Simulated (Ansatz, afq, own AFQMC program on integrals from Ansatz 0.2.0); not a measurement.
## Where AFQMC and coupled cluster stand for AlH$_{2}$O, doublet

```xyz
4

Al    0.0000   -0.0905    0.8800
O     0.0000    0.0191   -1.4674
H     0.0000    1.2905    1.7129
H     0.0000    0.8289   -1.9771
```

Connectivity, by distances: AlH ··· OH.

Basis cc-pVDZ. Noble-gas cores (and the filled d shells of Ga–Kr and In–Xe) are frozen. AFQMC by an in-house program on the Cholesky factors that Ansatz 0.2.0 writes for its CCSD(T) run. The CISD trial takes its coefficients from CCSD amplitudes. Released means that phaseless walkers are propagated on without the constraint, phases kept. Error bars are statistical, one sigma.

Determinant: UHF, the one that the program's search chose, which needn't be the lowest solution. The geometry is a point of a scan.

No full CI on the walks' own integrals is used here; CCSDT(Q) serves as the reference and is uncertain by about the last step of the cluster series.

* T1 diagnostic: 0.0328
* weight of the determinant in the CISD state: 0.881
* ⟨S²⟩ of the determinant: 0.764
* size of the correlated space: 11 electrons in 36 orbitals

Reference: CCSDT(Q), correlation energy -7.464 eV. The released energy is read at 0.99 1/Eh, later times being too noisy (meV from the phaseless value at times in 1/Eh: -33 ± 16 at 0.24, 9 ± 22 at 0.51, -70 ± 42 at 0.99, -14 ± 50 at 1.62, -186 ± 71 at 2.40).

| level | E − E(reference) (kJ/mol) | share of correlation (%) |
| --- | --- | --- |
| HF | 720.2 | 0.00 |
| MP2 | 69.6 | 90.33 |
| CCSD | 27.0 | 96.25 |
| CCSD(T) | 6.9 | 99.05 |
| CCSDT | 3.9 | 99.46 |
| ph-AFQMC/HF | -6.5 ± 6.2 | 100.90 |
| ph-AFQMC/CISD | 6.4 ± 2.0 | 99.11 |
| released AFQMC | -0.4 ± 4.1 | 100.05 |

A walk keeps the symmetry of its determinant, which the program's search chose and which needn't be the lowest solution, so a lower state of the same spin and another symmetry isn't excluded. Released energies are given only where the last usable release times agree within the noise; a slower fall can still hide under it.
